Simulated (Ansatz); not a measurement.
Molecule: methanidylidynesulfanium, CS (charge 0, singlet). SMILES: [S+]#[C-]
Coordinates optimised at B3LYP-D3(BJ)/def2-TZVP (Ansatz, a quantum-chemistry and plane-wave program):
```xyz
2

C      0.0000     0.0000    -1.1142
S      0.0000     0.0000     0.4178
```
Charge 0, spin multiplicity 1.

Wanted: vertical electron affinity (to the doublet state of charge -1; a negative value means that the extra electron is unbound and the number depends on the basis; each state is the SCF solution reached for its spin), in eV. Cores are frozen in the correlated levels unless marked. UHF or UKS for open shells. No spin-orbit coupling. Non-relativistic. Anions need diffuse functions: aug- sets have them; def2-D sets add few. Basis-set limits of correlation are two-point, X^-3; Hartree-Fock from the larger set.

```tsv
level	program	vertical electron affinity (eV)
CCSD/aug-cc-pV(D+d)Z	Ansatz	?
CCSD/def2-TZVPPD	Ansatz	?
CCSD(T)/CBS(aug-cc-pV(T+d)Z,aug-cc-pV(Q+d)Z)	Ansatz	-0.09
```

Question: Some entries are withheld; supply them.

Answer: 
- CCSD/aug-cc-pV(D+d)Z, vertical electron affinity (eV): -0.30
- CCSD/def2-TZVPPD, vertical electron affinity (eV): -0.22
